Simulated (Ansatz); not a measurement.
We consider chalcopyrite ZnGeP2, described by BLYP in Ansatz (plane waves, PAW).

Settings: plane-wave cutoff 520 eV, 10×10×10 k mesh, Fermi–Dirac smearing 0.01 eV, scalar-relativistic PAW data made under PBE.

Cell (measured lattice):

```yaml
crystal:
  lattice:
    - [-2.73000, 2.73000, 5.35500]
    - [2.73000, -2.73000, 5.35500]
    - [2.73000, 2.73000, -5.35500]
  atoms:
    - { symbol: Zn, position: [0.00000, 0.00000, 0.00000] }
    - { symbol: Zn, position: [0.75000, 0.25000, 0.50000] }
    - { symbol: Ge, position: [0.50000, 0.50000, 0.00000] }
    - { symbol: Ge, position: [0.25000, 0.75000, 0.50000] }
    - { symbol: P, position: [0.87500, 0.87283, 0.49783] }
    - { symbol: P, position: [0.12717, 0.62500, 0.00217] }
    - { symbol: P, position: [0.37500, 0.37717, 0.50217] }
    - { symbol: P, position: [0.62283, 0.12500, 0.99783] }
```

Question: Estimate the band gap and smallest direct gap on the k points sampled that the calculation returns.

Answer: 
- band gap: 1.17 eV (indirect)
- smallest direct gap on the k points sampled: 1.23 eV

Measured, for comparison: band gap 2.05 eV (temperature not stated, no zero-point or thermal correction, pseudodirect, our sources range from 1.80 to 2.20; as tabulated in Rashkeev et al. (1999), arXiv:cond-mat/9809378).

Note: cell and atoms aren't relaxed at this level (pressure 6.2 GPa).

Spin–orbit coupling is not included.

Static lattice: no zero-point or thermal effects.

It cost roughly 110 core-seconds of CPU time.

Ansatz is a quantum-chemistry and plane-wave program.
